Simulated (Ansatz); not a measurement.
Frontier orbitals of nitrogen.

Cartesian coordinates in Å:
```
N 0.059 0.485 -0.241
N -0.059 -0.485 0.241
```

Total charge 0; spin multiplicity 1. The geometry is a stationary point of PBE0-D4/def2-TZVP. Basis def2-TZVPP, the Gaussian-basis code of Ansatz.

A caution on the coupled-cluster cation, which keeps the state that its UHF reference found: large T1 diagnostic of the cation; spin contamination of the cation.

| functional | HOMO (eV) | LUMO (eV) | gap (eV) |
| --- | --- | --- | --- |
| PBE | -10.21 | -1.77 | 8.44 |
| revPBE | -10.15 | -1.67 | 8.48 |
| r2SCAN | -10.71 | -1.51 | 9.20 |
| B97M-V | -10.89 | -1.32 | 9.57 |
| PBE0 | -12.18 | -0.42 | 11.76 |
| r2SCAN0 | -12.52 | -0.25 | 12.27 |
| BHLYP | -14.16 | 0.93 | 15.09 |
| ωB97M-V | -14.79 | 2.12 | 16.91 |
| HF | -16.80 | 4.29 | 21.09 |

(1) What is the vertical ionisation energy at frozen-core CCSD(T)/CBS(def2)? (An estimate is asked.)

## Answers

(1) Computed: 15.73 eV (T1 of the cation 0.122).

Against PBE, PBE0 changes HOMO and LUMO by −1.97 and +1.35 eV, ωB97M-V by −4.57 and +3.89 eV. A gap of 8.44 eV thus becomes 16.91 eV for the same molecule, so an orbital gap means little without its functional. A positive LUMO is unbound and depends on the basis. −ε(HOMO) differs from that ionisation energy by −5.52 eV with PBE and −0.94 eV with ωB97M-V.
